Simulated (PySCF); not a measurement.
Stepwise substitution at one centre (B Cl-Br). Isolated molecules, 0 K electronic values unless said otherwise. Strings in code marks are SMILES.

The S1 excitation (TDA) from two functionals at the same geometries (PBE0-D4/def2-TZVP), both in PySCF: PBE-D3(BJ)/def2-TZVP and B3LYP-D3(BJ)/def2-TZVP. B3LYP has the VWN-RPA correlation part, as in Gaussian. Excitations are Tamm–Dancoff values on a coarser integration grid. The basis has no diffuse functions, so Rydberg states are missing or too high.

```json
[
 {"species": "0 of 3 Cl replaced by Br (`ClB(Cl)Cl`)", "PBE-D3(BJ)/def2-TZVP (eV)": "5.12"},
 {"species": "1 of 3 Cl replaced by Br (`ClB(Cl)Br`)", "PBE-D3(BJ)/def2-TZVP (eV)": "4.67"},
 {"species": "2 of 3 Cl replaced by Br (`ClB(Br)Br`)", "PBE-D3(BJ)/def2-TZVP (eV)": "4.39"},
 {"species": "3 of 3 Cl replaced by Br (`BrB(Br)Br`)", "PBE-D3(BJ)/def2-TZVP (eV)": "4.17"}
]
```

Task: What does B3LYP-D3(BJ)/def2-TZVP give for each?

Result: 
- 0 of 3 Cl replaced by Br (`ClB(Cl)Cl`): 5.61
- 1 of 3 Cl replaced by Br (`ClB(Cl)Br`): 5.14
- 2 of 3 Cl replaced by Br (`ClB(Br)Br`): 4.84
- 3 of 3 Cl replaced by Br (`BrB(Br)Br`): 4.60
Over these rows, drawn at random from the members with no instability flagged (it was tested for open shells, ions and some series alone), PBE minus B3LYP-D3(BJ): mean -0.46 eV, from -0.49 eV to -0.43 eV.
